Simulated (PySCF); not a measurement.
Molecule: SMILES c1ccsc1, C₄H₄S.

Mapped SMILES: `[cH:1]1[cH:2][cH:3][s:4][cH:5]1` (H(Xn): hydrogen on atom n).

Geometry PBE0-D3(BJ)/def2-SVP throughout; GIAO in PySCF, gas phase, one conformer, non-relativistic; equivalent atoms averaged; functional PBE0.

For orientation, def2-TZVP gives these shifts δ (against TMS, CS2 at the same level): C3/C5 131.6, C1/C2 131.1, S4 254.8, H(C3)/H(C5) 7.42, H(C1)/H(C2) 7.30 ppm.

A run gave: C3/C5 143.0, C1/C2 135.4, S4 196.6, H(C3)/H(C5) 6.89, H(C1)/H(C2) 6.94 ppm (shifts δ (against TMS, CS2 at the same level)).

Question: Which basis set was used in that run?
A. pcSseg-0
B. IGLO-III
C. cc-pVTZ
D. 6-311+G(2d,p)
E. 6-31G

Answer: A. C3/C5 tells them apart best: pcSseg-0 gives 143.0, IGLO-III gives 135.1, 6-311+G(2d,p) gives 130.8, cc-pVTZ gives 131.3, 6-31G gives 128.2 ppm.
